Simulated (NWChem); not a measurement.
# SF (Monosulfur monofluoride) at 6 levels

Aim: a comparison of 6 runs (UHF/STO-3G, UHF/3-21G, UM06-2X/cc-pVTZ, UPBE/6-31+G*, UPBE0/cc-pVTZ, UMP2/6-311G**) of SF (Monosulfur monofluoride). 

Program for the calculation: NWChem 7.3.0.

6 further runs of the same task are left out: 6 set aside as unsound or not needed. Runs told in other sessions of the task aren't counted.

## 1. The structure to begin with

SF: 2 atoms, total charge 0, spin state doublet. As SMILES, `F[S]`. Geometry: relaxed at PBE0-D4/def2-TZVP.

Bond lengths: F1–S2 1.594 Å.

## 2. Energy and forces at UHF/STO-3G (run 1)

run.py

```python
from ase import Atoms
from ase.calculators.nwchem import NWChem

mol = Atoms(['F', 'S'], positions=[
    [-0.000000, -0.000000, 0.016120],
    [0.000000, 0.000000, 1.610410],
])

calc = NWChem(
    label='fs',
    theory='scf',
    memory='2200 mb',
    basis='STO-3G',
    basispar='spherical bse',
    scf={'nopen': '1', 'uhf': None, 'thresh': '1e-08', 'maxiter': '80'},
)
mol.calc = calc

forces = mol.get_forces()
e = mol.get_potential_energy()
print(f"E = {e:.6f} eV")
print("forces (eV/A):")
for s, f in zip(mol.symbols, forces):
    print(f"{s:2s} {f[0]:10.5f} {f[1]:10.5f} {f[2]:10.5f}")
```

On the command line:

```console
$ export ASE_NWCHEM_COMMAND="nwchem PREFIX.nwi > PREFIX.nwo"
$ python run.py
```

Output:

```text
E = -13364.804229 eV
forces (eV/A):
F    -0.00000   -0.00000   -1.98710
S     0.00000    0.00000    1.98710
```

The calculator wrote fs.nwi:

```
title "fs"

permanent_dir fs

scratch_dir fs

start fs

geometry units angstrom nocenter noautosym noautoz
  F  -0.0000000000000000e+00 -0.0000000000000000e+00 1.6119999999999999e-02
  S  0.0000000000000000e+00 0.0000000000000000e+00 1.6104099999999999e+00
end

memory 2200 mb

basis spherical bse noprint
   * library STO-3G
end

scf
  nopen 1
  uhf
  thresh 1e-08
  maxiter 80
end

task scf gradient
```

fs.nwo (excerpt; [...] marks lines left out):

```text
[...]
      One electron energy =   -781.137510226951
[... 1 line left out ...]
 Nuclear repulsion energy =     47.796526263074
[... 26 lines left out ...]
          Final beta eigenvalues
[... 101 lines left out ...]
                     UHF Final Beta Molecular Orbital Analysis
[...]
  wavefunction    =   UHF
                         UHF ENERGY GRADIENTS
    atom               coordinates                        gradient
                 x          y          z           x          y          z
   1 F       0.000000   0.000000   0.030462    0.000000   0.000000   0.038643
   2 S       0.000000   0.000000   3.043234   -0.000000  -0.000000  -0.038643
[...]
```

Wall time 1.4 s (1 thread of Intel Xeon 6975P-C (Granite Rapids), shared host); peak memory 0.096 GiB.

## 3. Energy and forces at UHF/3-21G (run 2)

nw.xyz

```xyz
2
FS hf
F      0.000000     0.000000     0.016120
S      0.000000     0.000000     1.610410
```

nw.nw

```
START nw
TITLE "FS hf"
memory total 2200 mb

GEOMETRY noautosym nocenter noautoz
 load format xyz nw.xyz
END

BASIS spherical bse
 * library 3-21G
END

SCF
 doublet
 uhf
 thresh 1e-08
 maxiter 80
END

TASK scf gradient
```

On the command line:

```console
$ nwchem nw.nw > nw.out
```

Output:

```text
[...]
  functions       =    22
[...]
  wavefunction    = UHF
[...]
         Total SCF energy =   -494.405282479599
      One electron energy =   -780.978480165483
      Two electron energy =    238.776671422810
 Nuclear repulsion energy =     47.796526263074
                       Sz =      0.5000
                 Sz(Sz+1) =      0.7500
                      S^2 =      0.7527
[...]
                         UHF ENERGY GRADIENTS
    atom               coordinates                        gradient
                 x          y          z           x          y          z
   1 F       0.000000   0.000000   0.030462   -0.000000  -0.000000   0.055406
   2 S       0.000000   0.000000   3.043234    0.000000   0.000000  -0.055406
[...]
```

It took 0.93 s on 1 thread of Intel Xeon 6975P-C (Granite Rapids), shared host; peak memory 0.099 GiB.

Runs 3 to 5 aren't shown in full; the table further down has their settings and results.

## 4. Energy and forces at UMP2/6-311G(d,p) (run 6)

nw.nw

```
start nw
memory total 2200 mb
geometry noautosym nocenter noautoz
  F     0.000000    0.000000    0.016120
  S     0.000000    0.000000    1.610410
end
basis spherical bse
  F library 6-311G**
  S library 6-311G**
end
scf
  doublet
  uhf
  thresh 1e-08
  maxiter 80
  noprint "final vectors analysis"
end
mp2
  freeze core 6
  tight
end
task mp2 gradient
```

On the command line:

```console
$ nwchem nw.nw > nw.out
```

Output:

```text
[...]
  functions       =    44
[...]
  wavefunction    = UHF
[...]
         Total SCF energy =   -496.931153134469
      One electron energy =   -783.650233870611
      Two electron energy =    238.922554473068
 Nuclear repulsion energy =     47.796526263074
                       Sz =      0.5000
                 Sz(Sz+1) =      0.7500
                      S^2 =      0.7597
[...]
          Total MP2 energy          -497.240906306505
[...]
                         mp2 ENERGY GRADIENTS
    atom               coordinates                        gradient
                 x          y          z           x          y          z
   1 F       0.000000   0.000000   0.030462    0.000000  -0.000000   0.020475
   2 S       0.000000   0.000000   3.043234   -0.000000   0.000000  -0.020475
[...]
```

It took 4.5 s on 1 thread of Intel Xeon 6975P-C (Granite Rapids), shared host; peak memory 0.11 GiB.

## 5. All runs side by side

| run | level | iteration cap | module | energy (Eh) | dipole moment (D) | ⟨S²⟩ | largest force (eV/Å) | wall time |
| --- | --- | --- | --- | --- | --- | --- | --- | --- |
| 1 | UHF/STO-3G | 80 | scf | -491.147500 | 0.60 | 0.754 | 1.987 | 1.4 s |
| 2 | UHF/3-21G | 80 | scf | -494.405282 | 1.48 | 0.753 | 2.849 | 0.93 s |
| 3 | UM06-2X/cc-pVTZ | 100 | dft | -497.964956 | – | 0.753 | 0.184 | 23 s |
| 4 | UPBE/6-31+G* (spherical functions) | 100 | dft | -497.679528 | 0.73 | 0.752 | 1.874 | 11 s |
| 5 | UPBE0/cc-pVTZ | 100 | dft | -497.781016 | 0.78 | 0.755 | 0.248 | 18 s |
| 6 | UMP2/6-311G** | 80 | mp2 | -497.240906 | 1.22 | 0.760 | 1.053 | 4.5 s |

## 6. Results

| quantity | value |
| --- | --- |
| run 6: total energy | -497.24091 Eh |
| run 6: dipole moment (of the density that the program reports) | 1.22 D |
| run 6: correlation energy (6 core orbitals frozen) | -309.8 mEh |
| run 6: ⟨S²⟩ of the reference determinant | 0.760 |
| run 6: largest force on an atom | 1.053 eV/Å |

Over runs 1, 2, 4, 5, 6 the dipole moment (its size) runs from 0.60 D (UHF/STO-3G) to 1.48 D (UHF/3-21G). Totals of different functionals can't be ranked against each other. In run 1 the basis is minimal, so the values are rough. All runs together took 59 s, the longest 23 s.
